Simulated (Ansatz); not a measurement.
## [AlH2···H···GeH3], doublet along the distance Al1-H4

Starting geometry:

```tsv
atom	x (Å)	y (Å)	z (Å)
Al	-2.5747	0.0000	0.0000
H	-3.3676	1.3734	0.0000
H	-3.3676	-1.3734	0.0000
H	-0.9889	0.0000	0.0000
Ge	1.0023	0.0000	0.0000
H	1.4710	-1.4659	0.0000
H	1.4710	0.7330	-1.2695
H	1.4710	0.7330	1.2695
```

From there H4 is moved from one fragment to the other while all else, the fragments' distance too, stays fixed; atoms are numbered as listed. Energies are in eV, counted from the starting geometry at the same level. Kohn–Sham curves are unrestricted where that lies lower.

Basis cc-pVDZ; Ansatz 0.2.0. Correlated methods freeze the noble-gas cores and the filled d shells of p-block atoms. Prefix R: restricted or restricted open-shell reference; prefix U: unrestricted. No spin–orbit coupling is included, and no scalar relativity.

Full CI isn't at hand for all of this; UCCSDT(Q) serves as the reference, and is uncertain by about the last step of the cluster series.

```
distance Al1-H4 (Å)     PBE
              1.586   0.000
              1.652  -0.056
              1.783  -0.114
              1.915  -0.134
              2.047  -0.072
```

Q: Estimate the UCCSDT(Q) curve in cc-pVDZ from this one, knowing how PBE errs.

A: The computed UCCSDT(Q) values, in eV from the starting point, and the error of PBE against them:
```json
{"distance Al1-H4 (Å)": "1.586", "UCCSDT(Q)": "0.000", "PBE less UCCSDT(Q)": "0.000"}
{"distance Al1-H4 (Å)": "1.652", "UCCSDT(Q)": "-0.010", "PBE less UCCSDT(Q)": "-0.046"}
{"distance Al1-H4 (Å)": "1.783", "UCCSDT(Q)": "-0.008", "PBE less UCCSDT(Q)": "-0.106"}
{"distance Al1-H4 (Å)": "1.915", "UCCSDT(Q)": "-0.035", "PBE less UCCSDT(Q)": "-0.099"}
{"distance Al1-H4 (Å)": "2.047", "UCCSDT(Q)": "-0.030", "PBE less UCCSDT(Q)": "-0.042"}
```

The error spans 0.106 eV and is largest, -0.106 eV, at 1.783 Å.

In so small a basis the reference is far from its limit while semilocal and hybrid functionals are nearer theirs, so the functionals' errors here hold much of the reference's basis and frozen-core error, which can add to them or hide them.
